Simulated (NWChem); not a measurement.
carbonyl sulfide (COS); SMILES O=C=S

```xyz
3

O     -1.6765     0.0270     0.0223
C     -0.5204     0.0084     0.0069
S      1.0432    -0.0168    -0.0139
```
Atoms are numbered in this order, from 1.

Level: PBE0/def2-SVP (NWChem), optimised geometry, unscaled harmonic frequencies. 

Question: List the harmonic frequencies with IR intensities, and the thermochemistry.

Answer: 
```csv
frequency (cm⁻¹),IR intensity (km/mol)
527,6.9
911,6.6
2198,689.8
```

The zero-point energy comes out as 5.2 kcal/mol, the thermal correction to the enthalpy at 298.15 K (with zero-point energy) comes out as 7.7 kcal/mol and the heat capacity Cv is 7.6 cal/(mol K). The entropy at 298.15 K and 1 atm (symmetry number 1) is 39.9 cal/(mol K) and the dipole moment is 0.54 D.

Rigid rotor and harmonic oscillator.
